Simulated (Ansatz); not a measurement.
## AlH3Cl− (SMILES [H][Al-]([H])([H])[Cl]): methods side by side

AlH3Cl−: 5 atoms, total charge -1, spin state singlet. As SMILES, `[H][Al-]([H])([H])[Cl]`. Geometry: a GFN2-xTB relaxation, a rough one for these elements and not checked as a minimum.

```xyz
5

Al   -0.0024    0.0004   -0.1342
Cl    0.0138   -0.0184    1.9618
H     1.5321    0.0117   -0.6170
H    -0.7754    1.3344   -0.5904
H    -0.7681   -1.3281   -0.6202
```

Each level gives the energy change with the Al1–H4 bond stretched from 1.608 to 2.010 Å (eV). The values are calculated.

| level | kind | program | value (eV) | CPU time (all runs) |
| --- | --- | --- | --- | --- |
| HF/STO-3G (restricted) | Hartree–Fock | Ansatz | 1.70 | 0.2 s |
| revPBE/STO-3G (restricted) | GGA | Ansatz | 1.19 | 1.7 s |
| r2SCAN/STO-3G (restricted) | meta-GGA | Ansatz | 1.32 | 2.7 s |
| B3LYP/STO-3G (restricted) | global hybrid | Ansatz | 1.32 | 1.6 s |
| HSE06/STO-3G (restricted) | range-separated hybrid | Ansatz | 1.38 | 1.5 s |
| wB97X/STO-3G (restricted) | range-separated hybrid | Ansatz | 1.43 | 5.4 s |
| B2PLYP/STO-3G (restricted) | double hybrid | Ansatz | 1.43 | 1.7 s |
| RPA@PBE/STO-3G (restricted) | RPA | Ansatz | 1.33 | 1.9 s |
| MP2/STO-3G (restricted) | perturbation theory | Ansatz | 1.53 | 0.2 s |
| CCSDTQ/STO-3G (restricted) | coupled cluster or CI | Ansatz | 1.42 | 3.7 s |

Sets without diffuse functions describe the anion poorly. The first shape isn't each level's own minimum. The values span 1.19 to 1.70 eV. All rows use very small basis sets, so even the best lies far from the true value. CPU times are rough (shared hosts, several kinds of processor): they show what a rung costs within a factor of a few.
